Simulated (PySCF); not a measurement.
PySCF input for C₂H₄, SMILES C=C, PBE0/pcJ-1. Coordinates come from a B3LYP-D3(BJ)/def2-TZVP optimisation.

```python
import numpy as np
from pyscf import gto, scf, dft
from pyscf.prop.ssc import rks as ssc

mol = gto.M(
    atom='''
    C     0.00000000   -0.00000000   -0.66229739
    C     0.00000000    0.00000000    0.66229739
    H     0.00000000   -0.92137704   -1.23201841
    H     0.00000000    0.92137705   -1.23201841
    H     0.00000000    0.92137704    1.23201841
    H     0.00000000   -0.92137705    1.23201841
    ''',
    basis='pcJ-1',
    charge=0,
    spin=0,
    max_memory=1600,
    verbose=3,
)
mf = dft.RKS(mol, xc='pbe0')
mf.grids.level = 3
mf.conv_tol = 1e-10
mf.max_cycle = 100
mf.kernel()
j = ssc.SSC(mf)
j.with_fcsd = True
j.max_cycle_cphf = 80
j.conv_tol = 1e-7
e11 = j.kernel()
```

Program output:

```
converged SCF energy = -78.4875857261874
Reduced spin-spin coupling constant K (Hz)
               #0        #1        #2        #3        #4
        0 C    0.00000
        1 C   39.16209   0.00000
        2 H   19.85489  -0.40966   0.00000
        3 H   19.85497  -0.40965   0.00771   0.00000
        4 H   -0.40942  19.85470   0.63970   0.40564   0.00000
        5 H   -0.40953  19.85486   0.40566   0.63972   0.00772
               #5
        5 H    0.00000
Spin-spin coupling constant J (Hz)
               #0        #1        #2        #3        #4
        0 C    0.00000
        1 C   77.28753   0.00000
        2 H  155.79968  -3.21458   0.00000
        3 H  155.80024  -3.21448   0.24063   0.00000
        4 H   -3.21267 155.79814  19.95872  12.65608   0.00000
        5 H   -3.21354 155.79944  12.65660  19.95922   0.24098
               #5
        5 H    0.00000
```

The calculation finished and met its thresholds.
